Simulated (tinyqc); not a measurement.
Geometry optimisation on the UHF/sto-3g surface (energies and gradients from PySCF), for LiH+, spin multiplicity 2, step by step. One step of it, computed by the program tinyqc.

Task: Step 3: move. Quasi-Newton step p = -H^(-1) g (the inverse Hessian comes from BFGS updates; coordinates in the order x, y, z of each atom); steps longer than 0.3 bohr are cut back.

positions after step 2 (bohr):
```
            x         y          z
1Li  0.000000  0.000000  -0.339941
2H   0.000000  0.000000   3.038470
```

gradient (hartree/bohr):
```
              x           y            z
1Li  0.00000000  0.00000000   0.01027208
2H   0.00000000  0.00000000  -0.01027208
```

inverse Hessian in use (bohr^2/hartree):
```
          1         2          3         4         5          6
1  3.333333  0.000000   0.000000  0.000000  0.000000   0.000000
2  0.000000  3.333333   0.000000  0.000000  0.000000   0.000000
3  0.000000  0.000000   6.725428  0.000000  0.000000  -3.392094
4  0.000000  0.000000   0.000000  3.333333  0.000000   0.000000
5  0.000000  0.000000   0.000000  0.000000  3.333333   0.000000
6  0.000000  0.000000  -3.392094  0.000000  0.000000   6.725428
```

Give: positions after step 3.

Result:

positions after step 3 (bohr):
```
         x      y       z
1Li  0.000  0.000  -0.444
2H   0.000  0.000   3.142
```
